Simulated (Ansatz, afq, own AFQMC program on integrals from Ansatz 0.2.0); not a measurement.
# Where AFQMC and coupled cluster stand for H3, doublet

| atom | x (Å) | y (Å) | z (Å) |
| --- | --- | --- | --- |
| H | 0.0000 | 0.0000 | -0.9713 |
| H | 0.0000 | 0.0000 | 0.0567 |
| H | 0.0000 | 0.0000 | 0.9147 |

Basis cc-pVTZ. Only valence electrons are correlated. Ansatz 0.2.0 and our own AFQMC program on the same integrals; the CISD trial comes from CCSD amplitudes, and released means the phaseless constraint is let go. Uncertainties: one standard error, sampling alone.

Determinant: UHF, the one that the program's search chose, which needn't be the lowest solution. The geometry is a point of a scan.

Full CI on the same integrals is exact in this basis and with this determinant's frozen core.

- T1 diagnostic: 0.0201
- weight of the determinant in the CISD state: 0.969
- ⟨S²⟩ of the determinant: 0.782
- size of the correlated space: 3 electrons in 42 orbitals

Reference: full CI, correlation energy -1.377 eV. The released energy is read at 2.40 1/Eh (meV from the phaseless value at times in 1/Eh: -0.07 ± 0.17 at 0.24, -0.24 ± 0.14 at 0.51, -0.54 ± 0.09 at 0.99, -0.49 ± 0.10 at 1.62, -0.65 ± 0.14 at 2.40).

```
         level  E − E(reference) (kJ/mol)  share of correlation (%)
            HF                      132.9                      0.00
           MP2                       32.8                     75.35
          CCSD                        1.4                     98.94
       CCSD(T)                        0.3                     99.78
 ph-AFQMC/CISD                 0.1 ± 0.02                     99.95
released AFQMC                 0.0 ± 0.01                    100.00
```

A walk keeps the symmetry of its determinant, which the program's search chose and which needn't be the lowest solution, so a lower state of the same spin and another symmetry isn't excluded. Released energies are given only where the last usable release times agree within the noise; a slower fall can still hide under it.
